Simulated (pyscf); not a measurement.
Structures and frequencies: ωB97X-D3(BJ)/def2-SVP in PySCF.

Question: Estimate the classical barrier height and the reaction energy of F–SiH₂–O–SiH₃ + HCl -> HF + H₃Si–O–SiH₂–Cl at ωB97M-D3(BJ)/def2-TZVP. The step runs on the singlet surface, breaks F–Si, Cl–H and forms F–H, Cl–Si; take the separated reactants as zero.

Answer: ΔE‡ = 141.4 kJ/mol, ΔE = +46.5 kJ/mol. Zero-point energy shifts the barrier by +5.4 kJ/mol. It is a four-centre exchange, with an imaginary mode of 337i cm⁻¹. On the product side the descent ends in a complex, 21.5 kJ/mol under the separated species and 122.7 kJ/mol under the saddle at ωB97X-D3(BJ)/def2-TZVP. This is the saddle that the search found; another between the same sides may lie lower.
